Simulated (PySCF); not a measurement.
Gas-phase reaction: 2 N2 + O2 ⇌ 2 N2O

Method: PySCF energies plus ideal-gas RRHO corrections (1 bar). The comparison is the NASA 1993 polynomial table, which mixes measured and estimated data. † marks an energy on the PBE0/def2-TZVP geometry and frequencies; other levels use their own. MP2 freezes the core. Open shells (unrestricted): O2 (multiplicity 3); the rest are closed-shell singlets. MP2 isn't extrapolated to the basis-set limit.

Levels: a) PBE/def2-SVP; b) ωB97X-V/def2-TZVP†; c) PBE0/def2-SVP†; d) MP2/def2-SVP†; e) HF/def2-TZVP†.

### Question
Order the levels by the distance of their ΔH°(298 K) from the table for this reaction, closest first.

### Answer
b (+9 kJ), d (-30 kJ), c (-73 kJ), a (-141 kJ), e (+229 kJ)

The table gives 163 kJ. The order holds for this reaction alone, and for the 1993 entries, some of which have been revised since.
